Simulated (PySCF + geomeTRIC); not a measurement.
Species: CH3O, SMILES `C[O]` (charge 0, multiplicity 2).

Task: Give a relaxed geometry from TPSS-D3(BJ)/def2-SVP (PySCF + geomeTRIC).

Result: the end point of this relaxation (outside a Z-matrix the atoms follow the SMILES, hydrogens last).
Z-matrix (Å, degrees):
```
C
O 1 1.3613
H 1 1.1141 2 115.88
H 1 1.1191 3 109.29 2 -124.02
H 1 1.1192 3 109.27 4 -112.03
```
